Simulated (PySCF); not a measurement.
**How the method moves the HOMO and LUMO of pyrimidine**

Compound: pyrimidine, C₄H₄N₂.
Cartesian coordinates in Å at the PBE0-D3(BJ)/def2-SVP level; atoms count from 1:
```
atom  x, y, z in Å
C1    -1.1346    0.0777    0.0786
C2    -0.4837   -1.1524    0.0237
N3     0.8400   -1.2498   -0.0676
C4     1.5138   -0.1036   -0.1047
N5     1.0029    1.1235   -0.0601
C6    -0.3216    1.2075    0.0321
H7    -2.2209    0.1519    0.1535
H8    -1.0485   -2.0918    0.0540
H9     2.6055   -0.1782   -0.1798
H10   -0.7527    2.2151    0.0704
```

Basis pcSseg-2 throughout (PySCF), one geometry. Geometry: PBE0-D3(BJ)/def2-SVP; no solvent, vibrations or thermal averaging.

**Question.** How do the orbital energies, the gap and the dipole change with the method?

**Answer.** 
```json
{"method": "BLYP", "kind": "GGA", "HOMO (eV)": "-5.83", "LUMO (eV)": "-2.18", "gap (eV)": "3.65", "μ (D)": "2.32", "SCF cycles": "16"}
{"method": "OPBE", "kind": "GGA", "HOMO (eV)": "-5.87", "LUMO (eV)": "-2.24", "gap (eV)": "3.63", "μ (D)": "2.22", "SCF cycles": "16"}
{"method": "PBE", "kind": "GGA", "HOMO (eV)": "-5.92", "LUMO (eV)": "-2.33", "gap (eV)": "3.59", "μ (D)": "2.30", "SCF cycles": "16"}
{"method": "BP86", "kind": "GGA", "HOMO (eV)": "-6.03", "LUMO (eV)": "-2.41", "gap (eV)": "3.62", "μ (D)": "2.31", "SCF cycles": "15"}
{"method": "LDA", "kind": "LDA", "HOMO (eV)": "-6.05", "LUMO (eV)": "-2.58", "gap (eV)": "3.47", "μ (D)": "2.39", "SCF cycles": "15"}
{"method": "B97-2", "kind": "global hybrid", "HOMO (eV)": "-7.18", "LUMO (eV)": "-1.39", "gap (eV)": "5.78", "μ (D)": "2.33", "SCF cycles": "13"}
{"method": "CAM-B3LYP", "kind": "range-separated hybrid", "HOMO (eV)": "-8.93", "LUMO (eV)": "-0.23", "gap (eV)": "8.69", "μ (D)": "2.41", "SCF cycles": "13"}
{"method": "BHandHLYP", "kind": "global hybrid", "HOMO (eV)": "-8.96", "LUMO (eV)": "-0.26", "gap (eV)": "8.71", "μ (D)": "2.40", "SCF cycles": "13"}
{"method": "wB97X-D", "kind": "range-separated hybrid", "HOMO (eV)": "-9.37", "LUMO (eV)": "0.44", "gap (eV)": "9.81", "μ (D)": "2.39", "SCF cycles": "14"}
{"method": "LC-wPBE", "kind": "range-separated hybrid", "HOMO (eV)": "-10.26", "LUMO (eV)": "0.83", "gap (eV)": "11.09", "μ (D)": "2.41", "SCF cycles": "13"}
{"method": "HF", "kind": "Hartree–Fock", "HOMO (eV)": "-10.32", "LUMO (eV)": "2.40", "gap (eV)": "12.72", "μ (D)": "2.40", "SCF cycles": "12"}
```

The HOMO spans 4.49 eV, from BLYP down to HF, and the gap runs from 3.47 eV (LDA) to 12.72 eV (HF). Over the methods BLYP (0 %), OPBE (0 %), PBE (0 %), BP86 (0 %), LDA (0 %), B97-2 (21 %), BHandHLYP (50 %), HF (100 %), a straight line through the gap against the share of exact exchange rises by 0.93 eV for each 10 % (correlation coefficient 0.998). The dipole ranges from 2.22 D (OPBE) to 2.41 D (CAM-B3LYP). This basis has no diffuse functions.

The vertical ΔSCF ionisation energy at CAM-B3LYP/def2-SVPD is 9.88 eV; −ε(HOMO) comes closest to it with LC-wPBE (10.26 eV).
